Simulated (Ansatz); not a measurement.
`C1CNCCN1`, relaxed with RKS PBE-D4/def2-SVP in Ansatz from a rough embedded geometry. The force threshold is 0.03 eV/Å; the program also tests the step.

Charge 0, multiplicity 1.

Start:

```xyz
16

C    -0.677   -0.905    0.856
C     0.866   -0.837    0.762
N     1.228    0.414    0.114
C     0.483    0.610   -1.118
C    -0.999    0.838   -0.733
N    -1.288    0.387    0.617
H    -1.073   -1.595    0.106
H    -0.985   -1.261    1.841
H     1.247   -1.720    0.220
H     1.314   -0.831    1.759
H     2.227    0.443   -0.058
H     0.570   -0.260   -1.793
H     0.885    1.482   -1.635
H    -1.255    1.897   -0.796
H    -1.652    0.287   -1.417
H    -0.892    1.051    1.276
```

| step | energy (eV) | largest force (eV/Å) | largest move (Å) |
| --- | --- | --- | --- |
| 1 | -7275.9185 | 0.612 | 0.000 |
| 2 | -7275.9883 | 0.196 | 0.040 |
| 3 | -7275.9959 | 0.031 | 0.023 |
| 4 | -7275.9962 | 0.021 | 0.007 |

End:

```xyz
16

C    -0.681   -0.902    0.879
C     0.877   -0.841    0.760
N     1.239    0.419    0.115
C     0.494    0.614   -1.122
C    -1.003    0.843   -0.736
N    -1.322    0.381    0.615
H    -1.087   -1.637    0.149
H    -0.980   -1.268    1.883
H     1.243   -1.747    0.206
H     1.349   -0.869    1.766
H     2.250    0.468   -0.046
H     0.580   -0.259   -1.826
H     0.902    1.495   -1.661
H    -1.261    1.920   -0.797
H    -1.661    0.316   -1.464
H    -0.939    1.066    1.278
```

Run time 12 s (2 threads of an AMD EPYC 7R13 on a shared host); peak host memory 0.22 GiB.
